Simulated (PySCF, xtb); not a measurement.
Relative energy of two conformers of ClHOSi

Structure X is `O[Si]Cl`, a singlet and structure Y is `O[Si]Cl`, a singlet. Both are isolated molecules in the gas phase, relaxed with BLYP-D3(BJ)/def2-SVP.

X (Å):

| atom | x (Å) | y (Å) | z (Å) |
| --- | --- | --- | --- |
| Cl | -1.3370 | 3.2048 | 0.2957 |
| O | -1.9854 | 0.4178 | -0.5142 |
| Si | -1.6190 | 1.8307 | -1.3452 |
| H | -2.0090 | 0.4442 | 0.4657 |

Y (Å):

```
atom    x (Å)    y (Å)    z (Å)
  Cl  -0.9473  -1.3830  -0.2576
   O   0.6809   0.9631  -0.8468
  Si   0.9754  -0.7015  -0.8606
   H   1.4645   1.4911  -1.1032
```

Energies in hartree; the thermal terms are from GFN2-xTB frequencies at re-optimised GFN2-xTB minima (ideal gas, soft modes damped towards free rotors, one conformer each, 298.15 K, 1 atm) and include the zero-point energy:

|  | X | Y |
| --- | --- | --- |
| E, CCSD(T)/def2-TZVP | −824.574783 | −824.571635 |
| zero-point energy | 0.014184 | 0.014258 |
| H(298 K) − E | 0.019198 | 0.019337 |
| G(298 K) − E | −0.012780 | −0.012718 |

Task: Work out ΔE, ΔE₀, ΔH and ΔG for X → Y in kJ/mol (1 Eh = 2625.50 kJ/mol) and the equilibrium ratio [Y]/[X].

Result: 1. ΔE = −824.571635 − (−824.574783) = +0.003148 Eh = +8.27 kJ/mol.
2. ΔE₀ = ΔE + ΔZPE = +0.003148 + (+0.000074) Eh = +8.46 kJ/mol.
3. ΔH = ΔE + (+0.000139) Eh = +8.63 kJ/mol.
4. ΔG = ΔE + (+0.000062) Eh = +8.43 kJ/mol, so ΔS = (ΔH − ΔG)/T = +0.7 J/(mol K).
5. kT = 0.9442 mEh, so K = [Y]/[X] = exp(−ΔG/kT) = exp(−3.40) ≈ 0.033.

Structure X is favoured at this temperature. An error of 4 kJ/mol in ΔG would change K by a factor of 5. Mirror images and further conformers aren't counted.

Other levels gave ΔE = +9.5 (BLYP-D3(BJ)/def2-SVP); +10.2 (HF/def2-TZVP); +8.6 (MP2/def2-TZVP) kJ/mol. The correlated steps freeze 11 core orbitals. Programs: PySCF 2.14.0, xtb 6.7.1.
